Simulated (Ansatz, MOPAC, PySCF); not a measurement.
Ligands exchanged one at a time, Si Cl-Br. All species are isolated molecules in the gas phase. Strings in code marks are SMILES.

Quantity: redistribution energy (mixed species minus the weighted end members), in eV. Semi-empirical values (MOPAC) are differences of heats of formation.

Level 1: PBE-D3(BJ)/def2-TZVP // B3LYP-D3(BJ)/def2-TZVP (PySCF)
Level 2: HF/6-31G* // B3LYP-D3(BJ)/def2-TZVP (PySCF)
Level 3: HF/cc-pVTZ // B3LYP-D3(BJ)/def2-TZVP (Ansatz, a quantum-chemistry and plane-wave program)
Level 4: PM6 // B3LYP-D3(BJ)/def2-TZVP (MOPAC)

```csv
species,level 1,level 2,level 3,level 4
1 of 4 Cl replaced by Br: `Cl[Si](Cl)(Cl)Br`,0.008,0.008,0.008,0.125
2 of 4 Cl replaced by Br: `[Si](Cl)(Br)(Br)Cl`,0.010,0.011,0.011,0.168
3 of 4 Cl replaced by Br: `Cl[Si](Br)(Br)Br`,0.008,0.009,0.008,0.127
```
